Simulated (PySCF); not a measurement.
Molecule: SMILES C=CC(=O)CC, C$_{5}$H$_{8}$O.

Atom-mapped SMILES (the numbers label the heavy atoms): `[CH2:1]=[CH:2][C:3](=[O:4])[CH2:5][CH3:6]`. Hydrogens are named by the atom that carries them. Ha(C1) is cis to C3; Hb(C1) is trans to C3.

Geometry PBE0-D3(BJ)/def2-SVP throughout; GIAO in PySCF 2.14.0 with density-fitted response routines, gas phase, one conformer, non-relativistic; equivalent atoms averaged; basis pcSseg-1.

For orientation, BP86 gives these shifts δ (against TMS, H2O at the same level): C3 200.9, C2 145.9, C1 132.3, C5 32.6, O4 683.1, Ha(C1) 6.19, Hb(C1) 6.13, H(C5) 2.62, H(C6) 1.02 ppm.

A run gave: C3 203.9, C2 145.4, C1 133.6, C5 33.7, O4 650.7, Ha(C1) 5.93, Hb(C1) 5.89, H(C5) 2.42, H(C6) 1.12 ppm (shifts δ (against TMS, H2O at the same level)).

Problem. Which functional was used in that run?
A. B97-2
B. KT3
C. HF
D. WP04
E. BLYP

Solution. D. O4 tells them apart best: WP04 gives 650.7, B97-2 gives 667.8, BLYP gives 690.7, KT3 gives 627.9, HF gives 663.2 ppm.
